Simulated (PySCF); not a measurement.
## NaCl⁻ at UHF-CCSD(T)

Level: UHF-CCSD(T). basis Na aug-cc-pVDZ-DK, Cl aug-cc-pVDZ-DK; spin-free X2C with a Gaussian nucleus; PySCF 2.14.

```
state                          : ²Σ⁺ (doublet), unpaired electrons σ ↑
bond length                    : 0.2547 nm
harmonic wavenumber            : 253 cm⁻¹
force constant                 : 0.522 mdyn/Å
rotational constant Be         : 0.1874 cm⁻¹
anharmonicity ωexe             : 1.96 cm⁻¹
vibration–rotation constant αe : 0.00208 cm⁻¹
```

Correlated steps freeze 6 core orbitals. The state is the lowest determinant that a PBE0 search found; another state may lie lower at other levels.
